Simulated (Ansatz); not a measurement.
# MgSi (singlet): from Hartree-Fock to the top rungs at distance Si1–Mg2 = 4.673 Å, cc-pVDZ

Aim: climb from Hartree-Fock through coupled cluster and multireference methods for MgSi (singlet) at one geometry and basis, and see what each rung misses.

Method: cc-pVDZ, core rule «outside noble gas», up to 10 orbitals frozen; program: Ansatz 0.2.0, Gaussian basis.

To be run: UHF; CCSD(T) on RHF; CCSD(T) on UHF; BCCD(T) on RHF; CISD; CCSDT(Q) on RHF; CCSDT(Q) on UHF; CCSDTQ on RHF; CASSCF and MRCISD+Q, 2 electrons in 2 orbitals; CASSCF and NEVPT2, 2 electrons in 2 orbitals; Full CI.

40 further runs of the same task are left out: 24 for a known fault of the program, 11 that didn't finish, 5 set aside as unsound or not needed.

**1. The system**

The geometry derives from a PBE0/def2-TZVP stationary point (not a proven minimum). One bond is set to the value named and the two fragments are kept rigid.

2 atoms, charge 0, spin multiplicity 1.

Atoms are counted from 1 here; the program's logs count them from 0.

No contacts short enough for the rule that draws bonds.

**2. UHF**

in.yaml

```yaml
crystal:
  periodic: [false, false, false]
  atoms:
    - {symbol: Si, position_ang: [0.000000, 0.000000, 0.000000]}
    - {symbol: Mg, position_ang: [0.000000, 0.000000, 4.673000]}
basis:
  gaussian: {orbitals: cc-pVDZ}
magnetization: {spin_polarized: true, initial_magnetization: 0}
hamiltonian: {xc: hf}
output: {orbitals: {seedname: orbitals}}
```

Launch:

```console
$ ansatz run in.yaml --threads 1 --pin off --events-out ev --progress --plain --max-ram 2393MiB
```

The runs that follow: CCSD(T) on RHF; CCSD(T) on UHF; BCCD(T) on RHF; CISD; CCSDT(Q) on RHF; CCSDT(Q) on UHF; CCSDTQ on RHF; CASSCF and MRCISD+Q, 2 electrons in 2 orbitals; CASSCF and NEVPT2, 2 electrons in 2 orbitals; Full CI.

Before running them: what should the planned runs give, taken together? Wanted: FCI below the RHF energy; RMP2 from FCI; RCCSD from FCI; RCCSD(T) from FCI; RCCSDT(Q) from FCI; NEVPT2 pair from FCI; MRCISD+Q pair from FCI; T1 diagnostic; effectively unpaired electrons.

**Answer**, as computed:

```
                         quantity               value
         FCI below the RHF energy          -3.4018 eV
                    RMP2 from FCI     +30.04 kcal/mol
                   RCCSD from FCI      +3.91 kcal/mol
                RCCSD(T) from FCI      +1.95 kcal/mol
               RCCSDT(Q) from FCI      +0.61 kcal/mol
             NEVPT2 pair from FCI     +18.23 kcal/mol
           MRCISD+Q pair from FCI      -1.75 kcal/mol
levels within 1 kcal/mol (43 meV)  RCCSDT(Q), RCCSDTQ
                    T1 diagnostic               0.012
   effectively unpaired electrons                2.04
```

What this shows: RCCSD(T) lands +1.95 kcal/mol from the yardstick (2.5 % of the correlation energy). MRCISD+Q pair falls below full CI: the +Q correction isn't variational, and the cores differ from full CI's. The occupations show strong static correlation (2.0 unpaired electrons where one determinant has 0). Coupled cluster on one determinant still stays close here. Of the multireference levels listed MRCISD+Q pair comes nearest in total energy (-1.75 kcal/mol), which doesn't show that its space is the better one. These misses are within one basis, not against nature.
